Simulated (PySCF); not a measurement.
Working out the ionisation energy of P

P [Ne] 3s2 3p3 (4S) → P⁺ [Ne] 3s2 3p2 (3P). Computed with PySCF 2.14 in 6-31G* (4s3p1d, 18 functions), with the non-relativistic Hamiltonian (point nucleus). Frozen: [Ne]. Energies in hartree (1 hartree = 27.21139 eV):

| part | P (lower) | P⁺ (upper) |
| --- | --- | --- |
| UHF | -340.689008 | -340.323679 |
| CCSD correlation | -0.071904 | -0.066151 |
| (T) | -0.000978 | -0.000843 |

Q: What does Hartree-Fock give?

A: (-340.323679) − (-340.689008) = 0.365329 hartree = 9.941 eV.

Q: What do CCSD and CCSD(T) give?

A: The CCSD correlation energies differ by 0.005753 hartree = 0.157 eV and the triples by 0.000135 hartree = 0.004 eV, so CCSD gives 10.098 eV and CCSD(T) 10.102 eV.

Measured between the centres of the two terms (NIST): 10.526 eV, so CCSD(T) (valence) is off by -0.424 eV.

What remains against the reference includes basis incompleteness, the frozen core and higher excitations.
